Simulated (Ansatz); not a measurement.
HfO2 (P2₁/c, No. 14) was calculated with PBE-D3(BJ) in Ansatz (plane waves, PAW).

Numerical settings: plane-wave cutoff 520 eV, 8×8×8 k mesh, Fermi–Dirac smearing 0.01 eV, scalar-relativistic PAW data made under PBE.

Response to compression and expansion:

Shape and atoms are relaxed at each volume.

| V (Å³/atom) | P (GPa) | direct gap at Γ (eV) | smallest gap on the k mesh (eV) |
|---|---|---|---|
| 11.163 | 6.60 | 4.553 | 4.300 |
| 11.396 | 3.36 | 4.490 | 4.122 |
| 11.629 | 0.00 | 4.499 | 4.042 |
| 11.861 | -3.65 | 4.536 | 4.041 |
| 12.094 | -7.17 | 4.557 | 4.055 |

The fundamental gap (4.04 eV at the equilibrium volume, with added k points) lies elsewhere than Γ–Γ.

Measured, for comparison: band gap 5.7 eV (temperature not stated, not corrected to a static lattice, our sources range from 5.70 to 5.84; as tabulated in Choudhary et al. (2018), arXiv:1804.01032).

Note: the relaxation could not lower the start's symmetry, so the cell can be a saddle point above a distorted one; the bulk modulus comes from volumes at which shape and atoms were relaxed.

Spin–orbit coupling is not included.

Ansatz is an electronic-structure program.
